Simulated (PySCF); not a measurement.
# SH2: relaxation and vibrations of the singlet

Aim: relax SH2 as a singlet from a linear start, check by its vibrations whether the end is a minimum, and collect its spectrum and constants.

Computed with PySCF 2.14.0. Level: B3LYP, basis S def2-TZVP, H def2-TZVP, no relativity, density fitting.

**1. Where the work starts**

3 atoms, charge 0, spin multiplicity 1.

Bond lengths: S1–H2 1.350 Å, S1–H3 1.350 Å. Angles: H2–S1–H3 180.0°.

Coordinates in bohr (charge 0 multiplicity 1):
```
S     0.0000    0.0000    0.0000
H     0.0000    0.0000    2.5511
H     0.0000    0.0000   -2.5511
```

**2. The SCF at the typed geometry**

One driver script runs all steps and calls PySCF; scf.py shows how it sets up the SCF of each step. The optimiser is the driver's own. After this first run the driver tries any further starts and a stability analysis.

Input file scf.py:

```python
from pyscf import gto, scf, dft
mol = gto.M(atom='''
S      0.000000     0.000000     0.000000
H      0.000000     0.000000     1.350000
H      0.000000     0.000000    -1.350000''',
    basis={'S': 'def2-TZVP', 'H': 'def2-TZVP'},
    charge=0, spin=0)
mf = dft.RKS(mol, xc='B3LYP')
mf.grids.atom_grid = (50, 194)
aux = {'S': 'def2-universal-JKFIT', 'H': 'def2-universal-JKFIT'}
mf = mf.density_fit(auxbasis=aux)
mf.conv_tol = 1e-08
mf.diis_space = 10
mf.max_cycle = 60
mf.init_guess = 'minao'
mf.verbose = 4
mf.kernel()
```

On the command line:

```sh
$ OMP_NUM_THREADS=2 python axn.py task.json out
```

Log:

```text
init E= -399.326867014444
  HOMO = -0.293587779511188  LUMO = -0.138140149872306  gap/eV = 4.22995
cycle= 1 E= -399.289886745161  delta_E= 0.037  |g|= 0.253  |ddm|= 1.08
  HOMO = -0.212350225282216  LUMO = -0.107870814253456  gap/eV = 2.84303
cycle= 2 E= -399.294942703229  delta_E= -0.00506  |g|= 0.256  |ddm|= 0.533
  HOMO = -0.261166115749352  LUMO = -0.126526699530011  gap/eV = 3.66373
cycle= 3 E= -399.311663292805  delta_E= -0.0167  |g|= 0.0211  |ddm|= 0.251
  HOMO = -0.260863468791218  LUMO = -0.122832675006254  gap/eV = 3.75601
cycle= 4 E= -399.311709735783  delta_E= -4.64e-05  |g|= 0.000705  |ddm|= 0.0087
  HOMO = -0.260658941297352  LUMO = -0.122515051067577  gap/eV = 3.75909
cycle= 5 E= -399.311709883542  delta_E= -1.48e-07  |g|= 0.000138  |ddm|= 0.000889
  HOMO = -0.260696974047205  LUMO = -0.122556079793732  gap/eV = 3.75901
cycle= 6 E= -399.311709889411  delta_E= -5.87e-09  |g|= 1.01e-05  |ddm|= 0.000177
  HOMO = -0.260692015196492  LUMO = -0.122551561009004  gap/eV = 3.75899
Extra cycle  E= -399.311709889421  delta_E= -9.78e-12  |g|= 9.39e-06  |ddm|= 1.96e-05
converged SCF energy = -399.311709889421
```

This step, with its further starts and checks, needed 1.9 s of wall time on 2 threads of Arm Neoverse V1, shared host.

Energies from each starting density:

```tsv
start	energy (Eh)
the minimal-basis guess	-399.311710
a thermally smeared density	-399.311710
a smeared PBE density	-399.311710
```

No lower closed-shell solution turned up from the other starts or in the test of internal stability.

**3. Relaxing the singlet from the linear start**

The program finds D∞h symmetry in the start, which this walk keeps.

scf.py: that of step 2 with these lines changed.

```diff
@@ -15 +14,0 @@
-mf.init_guess = 'minao'
```

Energy and gradient, step by step:

```tsv
step	energy (Eh)	change (kJ/mol)	largest symmetric gradient (Eh/bohr)
0	-399.311710	0.00	0.01663
1	-399.312747	-2.72	0.00194
2	-399.312760	-2.76	0.00018
3	-399.312760	-2.76	0.00001
```

The walk took 1.1 s.

End point (D∞h, 3 steps, 2.8 kJ/mol gained): S–H 1.318 Å (×2); H–S–H 180.0°.

**4. Is it a minimum? Harmonic modes**

The point is checked on the finer grid, and tightened if its gradient asks for it. The Hessian and the dipole derivatives come from central differences of analytic gradients, with steps of 0.02 bohr.

scf.py: that of step 3 with these lines changed.

```diff
@@ -3,3 +3,3 @@
-S      0.000000     0.000000     0.000000
-H      0.000000     0.000000     1.350000
-H      0.000000     0.000000    -1.350000''',
+S     -0.000000     0.000000     0.000000
+H     -0.000000     0.000000     1.317536
+H      0.000000     0.000000    -1.317536''',
@@ -9 +9 @@
-mf.grids.atom_grid = (50, 194)
+mf.grids.atom_grid = (75, 302)
@@ -12 +12 @@
-mf.conv_tol = 1e-08
+mf.conv_tol = 1e-10
```

The driver hands on the density of the step before, so the log starts near convergence.

Log of the central SCF (cycles and frontier levels):

```text
init E= -399.312762314504
  HOMO = -0.262925676955125  LUMO = -0.113184705234794  gap/eV = 4.07466
cycle= 1 E= -399.312762314504  delta_E= -6.82e-13  |g|= 4.54e-09  |ddm|= 8.27e-09
  HOMO = -0.262925678615239  LUMO = -0.11318470609843  gap/eV = 4.07466
Extra cycle  E= -399.312762314503  delta_E= 1.48e-12  |g|= 4.49e-09  |ddm|= 8.02e-09
converged SCF energy = -399.312762314503
```

The whole step took 3.4 s.

Geometry: D∞h; S–H 1.318 Å (×2); H–S–H 180.0°.

Harmonic modes (main isotopes):

| symmetry | ω (cm⁻¹) | IR (km/mol) | μ (u) | type |
| --- | --- | --- | --- | --- |
| πu | 1844i | 870 | 1.07 | bend |
| σg+ | 2785 | 0.0 | 1.01 | stretch |
| σu+ | 2947 | 532 | 1.07 | stretch |

With 2 modes imaginary (up to 1844i cm⁻¹) this point is a saddle.

Properties at this point:

- Dipole moment: 0.00 D
- Highest occupied level: -7.15 eV
- Lowest empty level: -3.08 eV
- Rotational constants: 4.818 cm⁻¹
- Zero-point energy (real modes): 34.3 kJ/mol
- Principal polarisabilities: 16.3, 16.3, 21.2 bohr³
- Atomisation energy without zero-point energy: 462 kJ/mol
- Principal traceless quadrupole moments about the centre of mass: -4.22, -4.22, 8.44 D Å

Charges (e) and bond orders:

| atom | Mulliken | Löwdin | polar tensor | Mayer order to S1 |
| --- | --- | --- | --- | --- |
| S1 | -0.59 | -0.20 | -0.95 | – |
| H2,3 | 0.29 | 0.10 | 0.48 | 0.87 |

Outer orbital energies (eV). occupied: -215.72, -160.32, -160.13, -160.13, -20.28, -14.44, -7.15, -7.15; empty: -3.08, 2.22, 3.28, 7.74.

Mulliken populations on S1: s 5.56, p 11.00, d 0.02, f 0.01.

**5. Leaving the saddle point**

The start is the last point, displaced along its most imaginary mode.

The program finds C2v symmetry in the start, which this walk keeps. Threshold on the gradient: 0.0003 Eh/bohr, with a further test on the energy change.

scf.py: that of step 4 with these lines changed.

```diff
@@ -3,3 +3,3 @@
-S     -0.000000     0.000000     0.000000
-H     -0.000000     0.000000     1.317536
-H      0.000000     0.000000    -1.317536''',
+S     -0.007565     0.000000     0.000000
+H      0.120000    -0.000000     1.317536
+H      0.120000    -0.000000    -1.317536''',
@@ -9 +9 @@
-mf.grids.atom_grid = (75, 302)
+mf.grids.atom_grid = (50, 194)
@@ -12 +12 @@
-mf.conv_tol = 1e-10
+mf.conv_tol = 1e-08
```

Energy and gradient, step by step:

```tsv
step	energy (Eh)	change (kJ/mol)	largest symmetric gradient (Eh/bohr)
0	-399.319546	0.00	0.05381
1	-399.360714	-108.09	0.08608
2	-399.400725	-213.14	0.04697
3	-399.414078	-248.19	0.03757
4	-399.425150	-277.26	0.00543
5	-399.425364	-277.83	0.00118
6	-399.425367	-277.83	0.00024
```

The walk took 2.2 s.

After 6 steps and 277.8 kJ/mol it ends at C2v: S–H 1.342 Å (×2); H–S–H 92.5°.

**6. Hessian and properties**

The same treatment as at the point before.

scf.py: that of step 5 with these lines changed.

```diff
@@ -3,3 +3,3 @@
-S     -0.007565     0.000000     0.000000
-H      0.120000    -0.000000     1.317536
-H      0.120000    -0.000000    -1.317536''',
+S     -0.055124     0.000000     0.000000
+H      0.872773    -0.000000     0.970275
+H      0.872773    -0.000000    -0.970275''',
@@ -9 +9 @@
-mf.grids.atom_grid = (50, 194)
+mf.grids.atom_grid = (75, 302)
@@ -12 +12 @@
-mf.conv_tol = 1e-08
+mf.conv_tol = 1e-10
```

Log of the central SCF (cycles and frontier levels):

```text
init E= -399.425370317252
  HOMO = -0.265564778615456  LUMO = 0.0106310458043633  gap/eV = 7.51567
cycle= 1 E= -399.425370317253  delta_E= -9.09e-13  |g|= 2.62e-07  |ddm|= 4.72e-07
  HOMO = -0.265564845198433  LUMO = 0.0106310126091455  gap/eV = 7.51567
Extra cycle  E= -399.425370317251  delta_E= 1.14e-12  |g|= 2.04e-07  |ddm|= 3.59e-07
converged SCF energy = -399.425370317251
```

The whole step needed 5 s of wall time on 2 threads of Arm Neoverse V1, shared host.

Geometry: C2v; S–H 1.343 Å (×2); H–S–H 92.6°.

Harmonic modes (main isotopes):

```tsv
symmetry	ω (cm⁻¹)	IR (km/mol)	μ (u)	type
a1	1215	0.2	1.04	bend
a1	2684	0.3	1.04	stretch
b2	2697	0.6	1.04	stretch
```

Every mode is real; the point is a minimum.

Properties at this point:

- Dipole moment: 1.11 D
- Highest occupied level: -7.23 eV
- Lowest empty level: 0.29 eV
- Rotational constants: 10.33, 8.884, 4.775 cm⁻¹
- Zero-point energy: 39.5 kJ/mol
- Principal polarisabilities: 14.8, 19.5, 20.4 bohr³
- Atomisation energy without zero-point energy: 758 kJ/mol
- Principal traceless quadrupole moments about the centre of mass: -3.79, 1.03, 2.76 D Å
- Entropy at 298.15 K and 1 bar: 205.7 J/(mol K)
- Heat capacity Cp at 298.15 K: 34.1 J/(mol K)
- Enthalpy at 298.15 K above 0 K: 9.96 kJ/mol
- Rotational symmetry number: 2

Populations by atom (charges in e):

```csv
atom,Mulliken,Löwdin,polar tensor,Mayer order to S1
S1,-0.30,-0.05,-0.10,–
"H2,3",0.15,0.03,0.05,0.97
```

Outer orbital energies (eV). occupied: -216.08, -160.66, -160.57, -160.41, -20.28, -12.21, -10.09, -7.23; empty: 0.29, 0.44, 4.79, 5.78.

Mulliken populations on S1: s 5.84, p 10.37, d 0.08, f 0.01.

**7. Would spin polarisation lower it?**

At the lowest minimum the closed shell is tested against spin polarisation, on the (50, 194) grid. It is stable.

**8. All stationary points**

| spin | group | bonds | imaginary modes (cm⁻¹) | ΔE (kJ/mol) | with zero-point energy |
| --- | --- | --- | --- | --- | --- |
| singlet | C2v | S–H 1.343 Å (×2) | none | 0.0 | 0.0 |
| singlet | D∞h | S–H 1.318 Å (×2) | 1844i, 1844i | 295.7 | – |

**9. Summary of results**

| quantity | value |
| --- | --- |
| minimum | singlet, C2v |
| geometry | S–H 1.343 Å (×2); H–S–H 92.6° |
| wavenumbers (cm⁻¹) | 1215 (a1), 2684 (a1), 2697 (b2) |
| dipole moment | 1.11 D |
| highest occupied, lowest empty level | -7.23, 0.29 eV |
| polar-tensor charge of S1 | -0.10 e |
| zero-point energy | 39.5 kJ/mol |
| entropy at 298.15 K | 205.7 J/(mol K) |
| atomisation energy (no zero-point energy) | 758 kJ/mol |

What this shows: From D∞h at the start the molecule goes to a C2v minimum, after a stop at a second-order saddle point 295.7 kJ/mol higher, from which it was pushed off along an imaginary mode. Only this shape and spin were tried, so other structures or states may lie lower.

The search up to here took 14 s.
